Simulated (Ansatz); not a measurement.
`C/N=C\F` → 2 C• + F• + 4 H• + N•  (atomization)

Computed with Ansatz on PBE0-D4/def2-TZVP structures; ΔE is electronic, products minus reactants. CBS: MP2 limit from def2 TZ/QZ plus the TZ coupled-cluster correction, frozen cores. This one scheme is used for every species, atoms too. DFT in def2-TZVPP. Open shells (•) are unrestricted, without spin–orbit coupling. Spin–orbit coupling would lower the free atoms: a little for C, F.

`C/N=C\F`:

Cartesian coordinates in Å:
```
C -0.522 0.653 0.623
N 0.399 0.468 -0.472
C 0.722 -0.662 -0.861
F 0.277 -1.824 -0.339
H -0.914 -0.275 1.048
H -0.017 1.221 1.407
H -1.355 1.268 0.274
H 1.411 -0.849 -1.680
```

```json
{"level": "BLYP-D4", "ΔE (kcal/mol)": "758.2"}
{"level": "CAM-B3LYP-D4", "ΔE (kcal/mol)": "755.1"}
{"level": "PBE0", "ΔE (kcal/mol)": "752.0"}
{"level": "BHLYP", "ΔE (kcal/mol)": "717.1"}
{"level": "CAM-B3LYP", "ΔE (kcal/mol)": "753.2"}
{"level": "LC-ωPBE", "ΔE (kcal/mol)": "750.1"}
{"level": "HF/CBS(def2)", "ΔE (kcal/mol)": "519.9"}
{"level": "CCSD/CBS(def2)", "ΔE (kcal/mol)": "733.1"}
```

What does CCSD(T)/CBS give? (An estimate is asked.)

The calculation gave: +746.9 kcal/mol. The listed levels differ from it by 11.3, 8.2, 5.1, -29.8, 6.3, 3.2, -227.0, -13.8 kcal/mol.

What do rigid-rotor, harmonic-oscillator terms from PBE0-D4/def2-TZVP frequencies (298.15 K, 1 bar) make of the CCSD(T)/CBS value? (Best estimate.)

Ansatz gave: ΔZPE = -38.6 kcal/mol, ΔH = +716.7 kcal/mol, ΔS = 802 J/(mol·K), ΔG = +659.6 kcal/mol. Open shells count their whole term as degenerate.

Largest T1 diagnostic among the species: 0.013.

In def2-TZVPP, CCSD(T) changes the Hartree–Fock value by +207.8 kcal/mol (the triples alone add +13.8 kcal/mol) and MP2 by +223.8 kcal/mol; breaking electron pairs costs correlation energy, which Hartree–Fock lacks. From r2SCAN to r2SCAN0 (25 % exact exchange), in def2-TZVPP and without D4, ΔE moves by −17.5 kcal/mol: exact exchange takes away binding that semilocal exchange gives to molecules.

For atomizations the MP2-based limit and the directly extrapolated one differ by several kJ/mol either way, and by 10 to 25 for some Ge, Se and Sn compounds, so smaller differences from it don't rank the levels.
